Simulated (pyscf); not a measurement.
F–SiH₂–NH–SiH₂• (SMILES F[SiH2]N[SiH2]) + H₂ (SMILES [H][H]) -> F–SiH₂–NH–SiH₃ (SMILES F[SiH2]N[SiH3]) + H• (SMILES [H]), a hydrogen abstraction (doublet surface; H–H broken, H–Si formed). PySCF, gas phase, ωB97X-D3(BJ)/def2-SVP geometries. Energies in kJ/mol from the separated reactants.

Small-basis levels: PySCF, no dispersion term, spherical d functions. AM1 to PM7: differences of heats of formation from MOPAC, which are fitted to 298 K values and so differ in kind from electronic energies by zero-point and thermal terms. Open shells are spin-unrestricted. 

```tsv
level	barrier	reaction energy
HF/6-31G*	74.7	+17.8
MP2/6-31G*	80.7	+32.0
BP86/6-31G*	70.0	+77.7
B3LYP/STO-3G	82.1	+92.8
B3LYP/LANL2DZ	84.3	+83.0
PBE/def2-SVP	52.9	+55.6
AM1	136.9	+162.6
ωB97M-D3(BJ)/def2-TZVP	67.6	+47.9
```

Against the last row the barrier runs from -14.7 (PBE/def2-SVP) to +69.3 kJ/mol (AM1). At BP86/6-31G*, B3LYP/STO-3G, PBE/def2-SVP, AM1 this geometry lies under one side, so the entry may be no barrier of that level: it is a single point on another level's saddle. ωB97M-D3(BJ)/def2-TZVP has limits of its own. This is the saddle that the search found; another between the same sides may lie lower. The angle at the transferred H is 177°.
